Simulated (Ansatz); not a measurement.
# CH5N (triplet): the correlation ladder at distance C1–H5 along a hydrogen transfer = 1.178 Å, cc-pVDZ

An exercise on one series of results from a longer session: the logs are not shown, and one member is left open.

The runs use Ansatz 0.2.0, Gaussian basis; cc-pVDZ, core rule «outside noble gas», up to 2 orbitals frozen.

The runs, in order: UHF; CCSD(T) on ROHF; CCSD(T) on UHF; BCCD(T) on ROHF; CISD; CCSDT(Q) on ROHF; CCSDT(Q) on UHF; CASSCF and MRCISD+Q, 4 electrons in 4 orbitals; CASSCF and NEVPT2, 4 electrons in 4 orbitals.

## The geometry

The geometry derives from fragments relaxed apart (PBE0/def2-TZVP) and kept rigid, so it is no stationary point. A hydrogen atom is moved between rigid fragments.

7 atoms, charge 0, spin multiplicity 3.

Atoms are counted from 1 here; the program's logs count them from 0.

Bond lengths: C1–H2 1.090 Å, C1–H3 1.090 Å, C1–H4 1.090 Å, C1–H5 1.178 Å, N6–H7 1.040 Å. Angles: H2–C1–H3 109.5°, H2–C1–H4 109.5°, H2–C1–H5 109.5°, H3–C1–H4 109.5°, H3–C1–H5 109.5°, H4–C1–H5 109.5°.

The first run:

in.yaml reads:

```yaml
crystal:
  periodic: [false, false, false]
  atoms:
    - {symbol: C, position_ang: [-1.341096, 0.032592, 0.000000]}
    - {symbol: H, position_ang: [-1.704302, 1.059892, 0.000000]}
    - {symbol: H, position_ang: [-1.704302, -0.481059, 0.889668]}
    - {symbol: H, position_ang: [-1.704302, -0.481059, -0.889669]}
    - {symbol: H, position_ang: [-0.163096, 0.032592, 0.000000]}
    - {symbol: N, position_ang: [1.408904, 0.032592, 0.000000]}
    - {symbol: H, position_ang: [1.677985, -0.971635, 0.000000]}
basis:
  gaussian: {orbitals: cc-pVDZ}
magnetization: {spin_polarized: true, initial_magnetization: 2}
hamiltonian: {xc: hf}
output: {orbitals: {seedname: orbitals}}
```

Launch:

```console
$ ansatz run in.yaml --threads 1 --pin off --events-out ev --progress --plain --max-ram 2816MiB --backend cpu
```

Steps of the session up to this table: UHF; CCSD(T) on ROHF; CCSD(T) on UHF; BCCD(T) on ROHF; CISD; CCSDT(Q) on ROHF; CCSDT(Q) on UHF; CASSCF and MRCISD+Q, 4 electrons in 4 orbitals; CASSCF and NEVPT2, 4 electrons in 4 orbitals.

One of the session's tables, all rows but one given; the rest of the session is left out.

```
       method  from UCCSDT(Q) (meV)
         ROHF               +9077.4
          UHF                     ?
         RMP2               +1374.3
         UMP2               +1370.7
         CISD                +942.3
        RCCSD                +211.0
        UCCSD                +207.0
     RCCSD(T)                 +32.2
     UCCSD(T)                 +31.2
      BCCD(T)                 +32.3
       RCCSDT                 +10.3
       UCCSDT                  +9.0
    RCCSDT(Q)                  +1.4
    UCCSDT(Q)                     0
  CASSCF pair               +8448.2
  NEVPT2 pair               +1314.8
  MRCISD pair                +837.5
MRCISD+Q pair                 +84.3
```

**Question.** Estimate the row for UHF.

As computed: from UCCSDT(Q) (meV): +8851.8. In the column «from UCCSDT(Q) (meV)» it lies between CASSCF pair (+8448.2) and ROHF (+9077.4).

To keep in mind: Restricted and unrestricted rows rest on different reference determinants; where their highest levels disagree by more than a few hundredths of an eV, they describe different states and don't form one ladder.
